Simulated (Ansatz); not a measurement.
Geometry optimisation, RKS PBE-D4/def2-SVP (Ansatz).

input.yaml

```yaml
crystal:
  periodic: [false, false, false]
  atoms:
    - { symbol: B, position_ang: [0.021372, -0.351967, -0.679567] }
    - { symbol: S, position_ang: [1.040149, 1.172449, -0.42059] }
    - { symbol: H, position_ang: [-1.174385, -0.285089, -0.81985] }
    - { symbol: H, position_ang: [0.636209, -1.393962, -0.769422] }
    - { symbol: H, position_ang: [-0.066512, -0.331653, 1.486497] }
    - { symbol: H, position_ang: [-0.47471, -0.885468, 1.662778] }
    - { symbol: H, position_ang: [0.017775, 2.07579, -0.459846] }
basis:
  gaussian: { orbitals: def2-SVP }
hamiltonian:
  xc: pbe
  dispersion: d4
relax:
  f_tol: 0.03
  max_steps: 50
output:
  orbitals: {}
```

Launched with:

```bash
$ ansatz run input.yaml --threads 1 --pin off --max-ram 2048MiB --backend cpu --events-out ev --progress --plain --runs-dir out
```

Problem. Where does it end, and by what steps?

Solution. It converged. The force dipped under the threshold on the way, but the program's further checks kept it going. After 23 steps the energy has fallen by 0.228 eV; H6 moved furthest, 1.03 Å.

```tsv
step	energy less start (eV)	largest force component (eV/Å)	accepted
0	0.0000	2.007	yes
1	-0.1578	0.612	yes
2	-0.1973	0.460	yes
3	-0.1333	1.049	no
4	-0.2157	0.104	yes
5	-0.2208	0.038	yes
6	-0.2225	0.055	yes
7	-0.2229	0.055	yes
8	-0.2233	0.016	yes
9	-0.2236	0.034	yes
10	-0.2240	0.067	yes
11	-0.2242	0.092	yes
12	-0.2245	0.087	yes
13	-0.2248	0.084	yes
14	-0.2252	0.058	yes
15	-0.2241	0.169	no
16	-0.2255	0.023	yes
17	-0.2259	0.055	yes
18	-0.2260	0.083	yes
19	-0.2264	0.063	yes
20	-0.2275	0.024	yes
21	-0.2248	0.266	no
22	-0.2269	0.147	no
23	-0.2280	0.021	yes
```

```xyz
7
Properties=species:S:1:pos:R:3
B 0.092 -0.276 -1.188
S 0.994 1.060 -0.439
H -1.088 -0.182 -1.443
H 0.741 -1.274 -1.417
H -0.174 -0.457 2.138
H -0.549 -0.845 2.686
H -0.016 1.973 -0.337
```

Whether the end is a true minimum wasn't checked by a vibrational analysis.

Run time: 24 s on 1 thread of Arm Neoverse V1, on a shared host, peak memory 0.1 GiB.
